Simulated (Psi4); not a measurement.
# CHClFN (SMILES [H]/N=C(/F)Cl): QCISD(T)/6-311G

Aim: the energy change on altering one bond length of CHClFN at QCISD(T)/6-311G, from 2 runs. 

The results are computed with Psi4 1.11.

## (1) The system as given

CHClFN has 5 atoms, charge 0, and is taken as a singlet. As SMILES, `[H]/N=C(/F)Cl`. The shape is that of a PBE0-D4/def2-TZVP optimisation.

Bond lengths: N1–C2 1.237 Å, C2–F3 1.314 Å, C2–Cl4 1.729 Å, N1–H5 1.013 Å. Angles: N1–C2–F3 121.4°, N1–C2–Cl4 128.7°, F3–C2–Cl4 110.0°, C2–N1–H5 112.7°.

## (2) A single-point energy at QCISD(T)/6-311G

File job.inp:

```
memory 1600 MB

molecule mol {
  0 1
  N      0.60679106     1.77728742     0.51854085
  C      0.26059323    -0.51891879     0.24282981
  F      1.53124508    -2.18716902     1.57244111
  Cl    -1.80185386    -2.04411675    -1.78238968
  H     -0.50266715     2.83383330    -0.62984572
  units bohr
}

set freeze_core true
set scf_type pk

energy("qcisd(t)/6-311G")
```

On the command line:

```sh
$ psi4 -n 1 job.inp job.out
```

job.out:

```text
[...]
  Running in c1 symmetry.
[...]
  Nuclear repulsion =  151.881150928917663
[...]
  Multiplicity = 1
[...]
  Nalpha       = 20
  Nbeta        = 20
[...]
    Number of basis functions: 63
[...]
   @RHF iter   1:  -651.60065138670666   -1.88112e-01   8.92711e-03 ADIIS/DIIS
[...]
   @RHF iter  12:  -651.75534183187301   -9.43601e-12   7.59486e-09 DIIS
[...]
    Orbital Energies [Eh]
    ---------------------
    Doubly Occupied:
       1A   -104.894519     2A    -26.358150     3A    -15.619003
       4A    -11.476652     5A    -10.622492     6A     -8.090749
       7A     -8.086437     8A     -8.086337     9A     -1.701355
      10A     -1.318149    11A     -1.176993    12A     -0.888362
      13A     -0.789445    14A     -0.754051    15A     -0.727118
      16A     -0.647167    17A     -0.559251    18A     -0.526238
      19A     -0.479810    20A     -0.463558
[...]
  @RHF Final Energy:  -651.75534183187301
   => Energetics <=
    Nuclear Repulsion Energy =            151.8811509289176627
    One-Electron Energy =               -1200.7413090967152129
    Two-Electron Energy =                 397.1048163359246246
    Total Energy =                       -651.7553418318730110
[...]
 Multipole Moments:
 ------------------------------------------------------------------------------------
     Multipole            Electronic (a.u.)      Nuclear  (a.u.)        Total (a.u.)
 ------------------------------------------------------------------------------------
 L = 1.  Multiply by 2.5417464519 to convert [e a0] to [Debye]
 Dipole X            :         -0.3522257           -0.2795380           -0.6317637
 Dipole Y            :         -2.5979438            2.9324337            0.3344899
 Dipole Z            :         -0.2723327           -0.3731755           -0.6455082
 Magnitude           :                                                    0.9631665
[...]
      * MP2 total energy:                   -652.157554101306
[...]
      * MP3 total energy:                   -652.152298776719
[...]
      * QCISD total energy:                 -652.170136425500
[...]
```

Run time: 4.2 s. Hardware: 1 thread of Intel Xeon 6975P-C (Granite Rapids), shared host; peak memory 0.28 GiB.

## (3) The distorted shape, same level

File run.py:

```python
import psi4

psi4.set_memory('1600 MB')
psi4.set_num_threads(1)
psi4.core.set_output_file('psi4.out', False)

mol = psi4.geometry("""
N      0.262400     0.996400     0.213641
C      0.079200    -0.218700     0.067741
F      0.751600    -1.101500     0.771341
Cl    -1.012200    -1.025800    -1.003959
H     -0.266000     1.499600    -0.333300
""")

psi4.set_options({
    'freeze_core': True,
    'scf_type': 'pk',
})

energy_value = psi4.energy("qcisd(t)/6-311G")
print('E =', round(energy_value, 9))
```

On the command line:

```sh
$ python run.py
```

psi4.out:

```text
[...]
  Running in c1 symmetry.
[...]
  Nuclear repulsion =  152.435891175883285
[...]
  Multiplicity = 1
[...]
  Nalpha       = 20
  Nbeta        = 20
[...]
    Number of basis functions: 63
[...]
   @RHF iter   1:  -651.58087283586428   -1.21165e-01   9.28016e-03 DIIS/ADIIS
[...]
   @RHF iter  12:  -651.74630690398180   -8.29914e-12   6.71368e-09 DIIS
[...]
    Orbital Energies [Eh]
    ---------------------
    Doubly Occupied:
       1A   -104.896070     2A    -26.358253     3A    -15.608820
       4A    -11.478073     5A    -10.623996     6A     -8.092250
       7A     -8.087931     8A     -8.087832     9A     -1.701599
      10A     -1.331223    11A     -1.180717    12A     -0.904014
      13A     -0.801345    14A     -0.754290    15A     -0.735600
      16A     -0.649656    17A     -0.560393    18A     -0.527163
      19A     -0.482863    20A     -0.465159
[...]
  @RHF Final Energy:  -651.74630690398180
   => Energetics <=
    Nuclear Repulsion Energy =            152.4358911758832846
    One-Electron Energy =               -1201.7099028594188894
    Two-Electron Energy =                 397.5277047795538010
    Total Energy =                       -651.7463069039819175
[...]
 Multipole Moments:
 ------------------------------------------------------------------------------------
     Multipole            Electronic (a.u.)      Nuclear  (a.u.)        Total (a.u.)
 ------------------------------------------------------------------------------------
 L = 1.  Multiply by 2.5417464519 to convert [e a0] to [Debye]
 Dipole X            :         -0.4041506           -0.2238333           -0.6279839
 Dipole Y            :         -2.5754154            2.8793862            0.3039708
 Dipole Z            :         -0.3252329           -0.3155169           -0.6407497
 Magnitude           :                                                    0.9472710
[...]
      * MP2 total energy:                   -652.145542549770
[...]
      * MP3 total energy:                   -652.140657110338
[...]
      * QCISD total energy:                 -652.158060114638
[...]
```

The script printed:

```text
E = -652.171666289
```

Wall time 4.2 s (1 thread of Intel Xeon 6975P-C (Granite Rapids), shared host); peak memory 0.29 GiB.

## (4) Summary of results

At QCISD(T)/6-311G, 8 core orbitals frozen:

| quantity | value |
| --- | --- |
| first shape: total energy | -652.18398 Eh |
| first shape: HOMO energy (Hartree–Fock orbitals) | -12.61 eV |
| first shape: LUMO energy (Hartree–Fock orbitals) | 3.65 eV |
| first shape: HOMO–LUMO gap (Hartree–Fock orbitals) | 16.26 eV |
| first shape: correlation energy (8 core orbitals frozen) | -428.6 mEh |
| first shape: T1 diagnostic | 0.014 |
| distorted shape: total energy | -652.17167 Eh |
| distorted shape: HOMO energy (Hartree–Fock orbitals) | -12.66 eV |
| distorted shape: LUMO energy (Hartree–Fock orbitals) | 3.60 eV |
| distorted shape: HOMO–LUMO gap (Hartree–Fock orbitals) | 16.26 eV |
| distorted shape: correlation energy (8 core orbitals frozen) | -425.4 mEh |
| distorted shape: T1 diagnostic | 0.014 |
| energy change with the N1–H5 bond shortened from 1.013 to 0.912 Å | 0.335 eV |

**Reading.** With the N1–H5 bond shortened from 1.013 to 0.912 Å the energy rises by 0.34 eV (7.7 kcal/mol). The first shape isn't relaxed at this level, so the change isn't measured from a minimum.
